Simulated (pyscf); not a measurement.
**Atom transfer: H₂C=C(F)–F + H• → H₂C=C•–F + HF**

Gas phase, doublet surface, charge 0. Bonds broken: C2–F3. Bonds formed: F3–H7. Structures and frequencies: ωB97X-D3(BJ)/def2-SVP in PySCF. Correlated levels are frozen-core, on RHF or UHF. ΔMP2 is the change of the MP2 total energy from the triple- to the quadruple-zeta basis.

Transition state (Å):

```xyz
7

C      1.1292    -0.0814     0.1030
C     -0.1634     0.1690     0.1230
F     -0.7817     1.6354     0.6211
F     -1.1622    -0.5965    -0.2100
H      1.4965    -1.0569    -0.2314
H      1.8322     0.6889     0.4215
H     -1.2775     2.6843     0.9719
```

One imaginary mode, 1981i cm⁻¹; descent along it reached the two sides named.

```tsv
bond	change	reactant side (Å)	saddle	product side
C2–F3	breaks	1.317	1.668	3.0
F3–H7	forms	3.5	1.212	0.926
```

Electronic energies relative to the separated reactants (kcal/mol):

```csv
level,barrier,reaction energy,reverse barrier
ωB97X-D3(BJ)/def2-TZVP,44.8,-4.8,49.6
PBE/def2-TZVP,30.9,-4.8,35.7
r²SCAN/def2-TZVP,33.1,-7.3,40.4
B3LYP-D3(BJ)/def2-TZVP,34.6,-8.4,43.0
PBE0-D3(BJ)/def2-TZVP,39.4,-4.9,44.3
M06-2X/def2-TZVP,44.2,-5.3,49.5
ωB97M-D3(BJ)/def2-TZVP,42.5,-5.1,47.5
HF/def2-TZVP,62.7,-9.5,72.2
MP2/def2-QZVPP,56.7,-0.1,56.8
CCSD/def2-TZVPP,46.6,-10.3,56.9
CCSD(T)/def2-TZVPP,44.5,-9.1,53.6
CCSD(T)/def2-TZVPP + ΔMP2(QZVPP),44.0,-9.5,53.6
```

With CCSD(T)/def2-TZVPP + ΔMP2(QZVPP) energies and thermal terms (ideal gas, 1 atm, RRHO with modes under 100 cm⁻¹ raised to 100, one conformer, R ln 2 for rigid chiral ones), in kcal/mol:

```json
[
 {"T (K)": "298", "ΔH‡": "43.0", "ΔG‡": "48.8", "ΔH": "-7.0", "ΔG": "-10.6"},
 {"T (K)": "600", "ΔH‡": "42.9", "ΔG‡": "54.6", "ΔH": "-7.4", "ΔG": "-14.1"},
 {"T (K)": "900", "ΔH‡": "42.7", "ΔG‡": "60.5", "ΔH": "-8.2", "ΔG": "-17.3"},
 {"T (K)": "1200", "ΔH‡": "42.5", "ΔG‡": "66.5", "ΔH": "-9.1", "ΔG": "-20.2"}
]
```

This is the saddle that the search found; another between the same sides may lie lower. The angle at the transferred F is 178°. The CCSD(T) − MP2 part came from Ansatz, without density fitting, on the same reference. A UHF reference is spin-contaminated (<S²> up to 1.00), which harms MP2 most.
